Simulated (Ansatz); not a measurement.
```yaml
crystal:
  periodic: [false, false, false]
  atoms:
    - {symbol: Nb, position_ang: [-0.653806, 0.004036, 0.003359]}
    - {symbol: Si, position_ang: [1.895833, -0.011703, -0.009739]}
    - {symbol: H, position_ang: [2.471009, -1.381803, -0.007707]}
    - {symbol: H, position_ang: [2.489730, 0.672262, 1.168176]}
    - {symbol: H, position_ang: [2.477517, 0.663625, -1.198681]}
basis:
  gaussian: {orbitals: def2-TZVP}
hamiltonian: {xc: pbe0}
relax: {f_tol: 0.004, max_steps: 80}
```

```sh
$ ansatz run in.yaml --threads 1 --pin off --events-out ev --progress --plain --max-ram 2176MiB
```

Steps of the relaxation (energy above the last step; positions in Å, forces in eV/Å):

```
5
step 1, 726.7 meV
Nb   -0.654    0.004    0.003   -0.002    0.057    0.098
Si    1.896   -0.012   -0.010   -0.274   -0.074   -0.129
H     2.471   -1.382   -0.008    0.156   -0.216   -0.016
H     2.490    0.672    1.168   -0.037    0.141    0.242
H     2.478    0.664   -1.199    0.157    0.091   -0.195
```

```
5
step 2, 694.9 meV
Nb   -0.654    0.042    0.069    0.153    0.028    0.049
Si    1.895   -0.033   -0.046   -0.162   -0.083   -0.144
H     2.522   -1.393   -0.028    0.028   -0.028    0.046
H     2.387    0.679    1.180   -0.047    0.029    0.050
H     2.529    0.651   -1.218    0.028    0.054   -0.001
```

```
5
step 3, 671.0 meV
Nb   -0.619    0.096    0.162    0.327    0.000    0.001
Si    1.896   -0.074   -0.118   -0.115    0.008    0.013
H     2.581   -1.414   -0.021   -0.058    0.155   -0.021
H     2.236    0.671    1.164   -0.095   -0.068   -0.118
H     2.587    0.667   -1.233   -0.059   -0.094    0.125
```

```
5
step 6, 374.2 meV
Nb   -0.385    0.219    0.379    0.872    0.146    0.243
Si    1.873   -0.176   -0.295   -0.506    0.213    0.366
H     2.676   -1.388   -0.023    0.211   -0.241    0.049
H     1.829    0.639    1.104   -0.782   -0.277   -0.474
H     2.688    0.653   -1.211    0.205    0.160   -0.183
```

```
5
step 10, 1.2 meV
Nb   -0.223    0.305    0.520    0.127   -0.028   -0.043
Si    1.845   -0.226   -0.376   -0.007    0.018    0.031
H     2.753   -1.377   -0.032   -0.049   -0.006    0.012
H     1.546    0.605    1.049   -0.026    0.002    0.003
H     2.758    0.639   -1.204   -0.044    0.014   -0.003
```

```
5
step 12, 0.0 meV
Nb   -0.214    0.300    0.514    0.001    0.000    0.000
Si    1.850   -0.224   -0.374    0.002   -0.001   -0.001
H     2.745   -1.383   -0.029   -0.001    0.002   -0.001
H     1.546    0.608    1.052   -0.001    0.000    0.000
H     2.752    0.645   -1.208   -0.001   -0.002    0.002
```

Close pairs at the end: Si2–H3 1.505 Å, Si2–H5 1.505 Å, Si2–H4 1.679 Å, Nb1–H4 1.866 Å, Nb1–Si2 2.308 Å.

A stationary point of restricted PBE0 after 12 steps (its stability towards spin polarisation wasn't tested); no frequencies were run, so it isn't proven a minimum. 90 s on 1 thread of Arm Neoverse V2, shared host.
